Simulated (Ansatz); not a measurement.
NaSbP₂S₆ (P2₁/c, No. 14; cell taken from a computed entry) was calculated with LDA in Ansatz (PAW).

Numerical settings: plane-wave cutoff 520 eV, 4×6×4 k mesh (along the axes of the cell as run), Fermi–Dirac smearing 0.01 eV, scalar-relativistic PAW data made under PBE.

Cell (relaxed with PBEsol):

```cif
data_Na4P8S24Sb4
_chemical_formula_sum 'Na4 Sb4 P8 S24'
_space_group_name_H-M_alt 'P 1'
_space_group_IT_number 1
_cell_length_a 11.16176
_cell_length_b 7.19505
_cell_length_c 11.54004
_cell_angle_alpha 90.000
_cell_angle_beta 108.806
_cell_angle_gamma 90.000
loop_
_space_group_symop_operation_xyz
  'x, y, z'
loop_
_atom_site_label
_atom_site_type_symbol
_atom_site_fract_x
_atom_site_fract_y
_atom_site_fract_z
_atom_site_occupancy
Na1 Na 0.40627 0.10921 0.62049 1
Na2 Na 0.59373 0.89079 0.37951 1
Na3 Na 0.59373 0.60921 0.87951 1
Na4 Na 0.40627 0.39079 0.12049 1
Sb1 Sb 0.87087 0.14799 0.17510 1
Sb2 Sb 0.12913 0.85201 0.82490 1
Sb3 Sb 0.12913 0.64799 0.32490 1
Sb4 Sb 0.87087 0.35201 0.67510 1
P1 P 0.24253 0.89925 0.16472 1
P2 P 0.75747 0.10075 0.83528 1
P3 P 0.75747 0.39925 0.33528 1
P4 P 0.24253 0.60075 0.66472 1
P5 P 0.75318 0.87574 0.70101 1
P6 P 0.24682 0.12426 0.29899 1
P7 P 0.24682 0.37574 0.79899 1
P8 P 0.75318 0.62426 0.20101 1
S1 S 0.17614 0.50732 0.92166 1
S2 S 0.82386 0.49268 0.07834 1
S3 S 0.82386 0.00732 0.57834 1
S4 S 0.17614 0.99268 0.42166 1
S5 S 0.34278 0.80938 0.77737 1
S6 S 0.65722 0.19062 0.22263 1
S7 S 0.65722 0.30938 0.72263 1
S8 S 0.34278 0.69062 0.27737 1
S9 S 0.12288 0.31269 0.19195 1
S10 S 0.87712 0.68731 0.80805 1
S11 S 0.87712 0.81269 0.30805 1
S12 S 0.12288 0.18731 0.69195 1
S13 S 0.42440 0.21794 0.36812 1
S14 S 0.57560 0.78206 0.63188 1
S15 S 0.57560 0.71794 0.13188 1
S16 S 0.42440 0.28206 0.86812 1
S17 S 0.68528 0.50008 0.46019 1
S18 S 0.31472 0.49992 0.53981 1
S19 S 0.31472 0.00008 0.03981 1
S20 S 0.68528 0.99992 0.96019 1
S21 S 0.05891 0.80753 0.10568 1
S22 S 0.94109 0.19247 0.89432 1
S23 S 0.94109 0.30753 0.39432 1
S24 S 0.05891 0.69247 0.60568 1
```

**Question.** Predict the band gap, smallest direct gap on the k points sampled and direct gap at Γ.

**Answer.** 
band gap: 1.87 eV
smallest direct gap on the k points sampled: 1.96 eV
direct gap at Γ: 2.04 eV

Note: cell and atoms aren't relaxed at this level (largest force component 0.09 eV/Å, pressure -1.7 GPa).

Spin–orbit coupling is not included.

Cost on a shared machine: roughly 20 core-minutes.

Ansatz is an electronic-structure program.
